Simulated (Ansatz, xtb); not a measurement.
Two structures of CNNa

We compare I, a singlet given by its coordinates, with II, `N#[C][Na]`, a singlet. Both are isolated molecules in the gas phase, relaxed with B3LYP-D4/def2-TZVP.

I (Å):

```yaml
atoms:
  - { symbol: C, position_ang: [0.0000, 0.0000, -1.4817] }
  - { symbol: N, position_ang: [0.0000, 0.0000, -0.3110] }
  - { symbol: Na, position_ang: [0.0000, 0.0000, 1.7927] }
```

Close contacts (Å): C1–N2 1.17, N2–Na3 2.10.

II (Å):

```yaml
atoms:
  - { symbol: C, position_ang: [0.0000, 0.0000, -0.3563] }
  - { symbol: N, position_ang: [0.0000, 0.0000, -1.5170] }
  - { symbol: Na, position_ang: [0.0000, 0.0000, 1.8733] }
```

Energies in hartree; the thermal terms are from B3LYP-D4/def2-TZVP harmonic frequencies (ideal gas, rigid rotor, one conformer each, 298.15 K, 1 atm) and include the zero-point energy:

```
                                I           II
E, CCSD(T)/def2-TZVPP  −254.746245  −254.746260
    zero-point energy     0.006179     0.006518
         H(298 K) − E     0.011357     0.011509
         G(298 K) − E    −0.018439    −0.017362
```

Problem. Work out ΔE, ΔE₀, ΔH and ΔG for I → II in kcal/mol (1 Eh = 627.51 kcal/mol) and the equilibrium ratio [II]/[I].

Solution. 1. ΔE = −254.746260 − (−254.746245) = −0.000015 Eh = −0.01 kcal/mol.
2. ΔE₀ = ΔE + ΔZPE = −0.000015 + (+0.000339) Eh = +0.20 kcal/mol.
3. ΔH = ΔE + (+0.000152) Eh = +0.09 kcal/mol.
4. ΔG = ΔE + (+0.001077) Eh = +0.67 kcal/mol, so ΔS = (ΔH − ΔG)/T = −8.1 J/(mol K).
5. kT = 0.9442 mEh, so K = [II]/[I] = exp(−ΔG/kT) = exp(−1.12) ≈ 0.32.

The two are too close for this level to say which is favoured. An error of 1 kcal/mol in ΔG would change K by a factor of 5.4. Mirror images and further conformers aren't counted.

Other levels gave ΔE = −0.9 (GFN2-xTB); +0.6 (HF/STO-3G, GFN2-xTB geometries); −0.5 (r2SCAN-D4/def2-SVP, GFN2-xTB geometries); +0.8 (B3LYP-D4/def2-TZVP); +3.9 (HF/def2-TZVPP); −1.2 (MP2/def2-TZVPP) kcal/mol. The correlated steps freeze 3 core orbitals; the last core shell of Na is correlated, in a basis made for valence electrons. Programs: Ansatz 0.2.0, xtb 6.7.1.
